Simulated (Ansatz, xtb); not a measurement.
**C5H9N: which of two isomers lies lower**

Structure I: `C=C[C@@H]1C[C@H]1N`, a singlet. Structure II: `CC(C)(C)C#N`, a singlet. Both are isolated molecules in the gas phase, relaxed with B3LYP/def2-SVP, each in the lowest conformer that the search found.

Problem. Estimate E(II) − E(I) at the level CCSD(T)/def2-SVP + ΔMP2/def2-TZVPP.

Solution. Calculated at CCSD(T)/def2-SVP + ΔMP2/def2-TZVPP: E(II) − E(I) = −1.584 eV, so structure II lies lower.

Level by level:

```
                             level        geometry  E(II) − E(I) (eV)  departure from the last row (eV)  job, with rough time for the two
                          GFN2-xTB        GFN2-xTB              −1.068                            +0.516              optimisation, 0.34 s
                         HF/STO-3G        GFN2-xTB              −2.539                            −0.955              single point, 0.54 s
                r2SCAN-D4/def2-SVP        GFN2-xTB              −1.265                            +0.320               single point, 4.3 s
                    B3LYP/def2-SVP  B3LYP/def2-SVP              −1.331                            +0.253                optimisation, 59 s
                       HF/def2-SVP  B3LYP/def2-SVP              −1.584                             0.000           part of the CCSD(T) run
                      MP2/def2-SVP  B3LYP/def2-SVP              −1.779                            −0.195           part of the CCSD(T) run
                  CCSD(T)/def2-SVP  B3LYP/def2-SVP              −1.701                            −0.117                      single point
CCSD(T)/def2-SVP + ΔMP2/def2-TZVPP  B3LYP/def2-SVP              −1.584                                                  single point, 67 s
```

As drawn, II has 1 C≡N, 2 C–H in place of 1 C=C, 1 C–N, 2 N–H. Structure I has a 3-membered ring, II no ring.

The levels shown agree on the order. The largest departure from CCSD(T)/def2-SVP + ΔMP2/def2-TZVPP is that of HF/STO-3G, 0.955 eV. The last row adds to CCSD(T) the change of the MP2 difference between the two basis sets, here +0.117 eV.

With thermal terms from frequencies at re-optimised GFN2-xTB minima (ideal gas, soft modes damped towards free rotors, one conformer each, 298.15 K, 1 atm): on the last row, ΔE + ΔZPE = −1.580, ΔH = −1.560, ΔG = −1.561 eV.

The correlated steps freeze 6 core orbitals. Mirror images aren't counted in ΔG. Programs: Ansatz 0.2.0, xtb 6.7.1; the last row on 2 threads of Intel(R) Xeon(R) Platinum 8375C CPU @ 2.90GHz (Ice Lake) on a shared host.
